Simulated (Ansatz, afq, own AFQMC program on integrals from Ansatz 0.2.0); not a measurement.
SiGeH$_{5}$ClO, singlet, reference energies and how methods fare

```yaml
atoms:
  - { symbol: Si, position_ang: [0.0367, 1.5587, 0.2214] }
  - { symbol: O, position_ang: [-0.6747, 0.1330, -0.2693] }
  - { symbol: Ge, position_ang: [-0.2488, -1.5721, -0.3462] }
  - { symbol: Cl, position_ang: [1.6166, -1.8311, 0.7190] }
  - { symbol: H, position_ang: [0.2345, 1.5759, 1.7017] }
  - { symbol: H, position_ang: [1.3572, 1.7583, -0.4495] }
  - { symbol: H, position_ang: [-0.8876, 2.6615, -0.1667] }
  - { symbol: H, position_ang: [-1.3333, -2.3706, 0.3823] }
  - { symbol: H, position_ang: [-0.0122, -1.9599, -1.8097] }
```

Geometry: a PBE0/def2-SVP stationary point, not shown to be a minimum. Basis def2-TZVP. Noble-gas cores (and the filled d shells of Ga–Kr and In–Xe) are frozen. Ansatz 0.2.0 and our own AFQMC program on the same integrals; the CISD trial comes from CCSD amplitudes, and released means the phaseless constraint is let go. ± is one standard error of the sampling. No spin–orbit coupling.

Best estimates are CCSD(T) at the basis-set limit (def2-TZVPP/QZVPP) plus the step from CCSD(T) to the highest rung at hand in def2-TZVP, named in the table (released AFQMC can keep some 10 meV of bias). Fragments are relaxed and keep their bonds. No zero-point, core-correlation or spin–orbit terms, no scalar relativity below Rb. Other levels are in def2-TZVP; a dash marks a level that is missing or breaks spin symmetry for a member.

Cautions: inner d shell frozen; no relativity below Rb; no spin-orbit coupling; SiGeH₅ClO (singlet): the released value is read at 0.90 1/Eh with a noise of 19 meV, more than in the cases checked (meV from the phaseless value at times in 1/Eh: -6 ± 16 at 0.21, -16 ± 12 at 0.42, -1 ± 27 at 0.63, 8 ± 19 at 0.90); SiGeH₅O (doublet): the released value is read at 1.50 1/Eh with a noise of 17 meV, more than in the cases checked (meV from the phaseless value at times in 1/Eh: -12 ± 5 at 0.24, -17 ± 12 at 0.51, 7 ± 16 at 0.99, -1 ± 17 at 1.50).

```
                                   process  B2PLYP (kcal/mol)
Ge3–Cl4 → SiGeH5O (doublet) + Cl (doublet)               98.7
                             to free atoms              651.6
```

Problem. From these values, estimate the best estimates.

Solution. 
| process | best estimate (kcal/mol) | highest rung |
| --- | --- | --- |
| Ge3–Cl4 → SiGeH5O (doublet) + Cl (doublet) | 104.1 ± 0.6 | released AFQMC |
| to free atoms | 670.2 ± 0.4 | released AFQMC |

Errors against the best estimates in kcal/mol, in the same order:

| level | error, 1 | error, 2 |
| --- | --- | --- |
| MP2 | 0.9 | -22.4 |
| CCSD(T) | -3.9 | -28.3 |
| ph-AFQMC/CISD | -3.6 ± 0.4 | -27.6 ± 0.4 |
| CCSD(T)/CBS | 0.1 | 0.1 |
| PBE | -4.5 | -16.1 |
| r2SCAN | -3.8 | -6.1 |
| PBE0 | -4.2 | -21.5 |
| B3LYP | -8.8 | -19.1 |
| wB97M-V | -1.8 | -6.4 |
| B2PLYP | -5.4 | -18.6 |

Cost at the first geometry (cards were shared with other jobs): PBE0/def2-TZVP, 12 s on 1 thread of AMD EPYC 7R13 Processor (Zen 3), with other jobs on the host; RCCSD(T)/def2-TZVP, 4.3 s on 1 × NVIDIA H100 80GB HBM3 with 1 thread of AMD EPYC 7R13 Processor (Zen 3), on a shared host; CCSD(T)/def2-QZVPP, 16 s on 1 × NVIDIA H100 80GB HBM3 with 1 thread of AMD EPYC 7R13 Processor (Zen 3) (shared host); ph-AFQMC/CISD with release, 4.2 min on 1 × NVIDIA H100 80GB HBM3 with 2 threads of AMD EPYC 7R13 Processor (Zen 3), with other jobs on the host.

Best estimates are given only where the step beyond CCSD(T) is under 0.3 eV and no member's determinant is very poor (T1 over 0.05, or 0.07 for open shells, ⟨S²⟩ too high by 0.3, two states mixed), so the hardest cases are missing from such tables.

The functionals ran in a triple-zeta set and keep a basis error of their own, a few kJ/mol for each bond in atomization energies and more for double hybrids, so close places among them and the extrapolated levels can swap.

Each member of a difference takes its own highest rung, so a best estimate needn't equal the limit plus the step of one row. Released energies are given only where the last usable release times agree within the noise; a slower fall can still hide under it.
